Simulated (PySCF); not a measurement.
Ionisation energies (eV) were calculated with PySCF 2.14 by UHF, PBE, PBE0, in another order, as differences of total energies without spin-orbit coupling. The measured values are between term centres (NIST).

| species | measured | A | B | C |
| --- | --- | --- | --- | --- |
| B (x2c-TZVPall, spin-free X2C) | 8.297 | 8.643 | 8.038 | 8.667 |
| Mg (x2c-TZVPall, spin-free X2C) | 7.646 | 7.570 | 6.621 | 7.644 |
| Cr (x2c-TZVPall, spin-free X2C) | 6.767 | 7.065 | 6.016 | 7.406 |
| Kr (x2c-TZVPall, spin-free X2C) | 14.222 | 14.080 | 13.057 | 14.031 |
| Zr (x2c-TZVPall, spin-free X2C) | 6.639 | 6.285 | 5.187 | 6.424 |
| Tc (x2c-TZVPall, spin-free X2C) | 7.119 | 6.719 | 5.539 | 6.884 |
| In⁺ (x2c-TZVPall, spin-free X2C) | 18.870 | 18.678 | 17.035 | 18.981 |
| Sn⁺ (x2c-TZVPall, spin-free X2C) | 14.282 | 14.240 | 13.717 | 14.207 |

Task: Which column is which method?

Result: A is PBE0 (mean error -0.07 eV); B is UHF (mean error -1.08 eV); C is PBE (mean error 0.05 eV). PBE0, with a quarter of exact exchange, lies close to experiment on average. Hartree-Fock lacks the correlation of the electron removed and comes out lowest. PBE, with gradient corrections, lies close to experiment on average, with errors of both signs.
